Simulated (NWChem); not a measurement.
**Correlation energy of O**

```xyz
1

O      0.0000     0.0000     0.0000
```
Charge 0, spin multiplicity 3.

Everything below was run with NWChem.

Basis set: cc-pVDZ. Each correlation energy counts from its own Hartree-Fock reference.

The correlated methods keep 1 core orbital frozen. No SCF solution was tested for a lower state. Open-shell Hartree-Fock references start from PBE0 orbitals. No row is a measurement; the coupled-cluster row has its own basis-set and correlation limits.

Q: One of these methods gave a correlation energy of -102.0 mHa. Which?
A) URI-MP2
B) SCS-UMP2
C) CCSD on UHF
D) CCSD on ROHF

A: A, URI-MP2. The others give -99.8 (SCS-UMP2), -117.0 (CCSD on UHF), -121.6 (CCSD on ROHF).
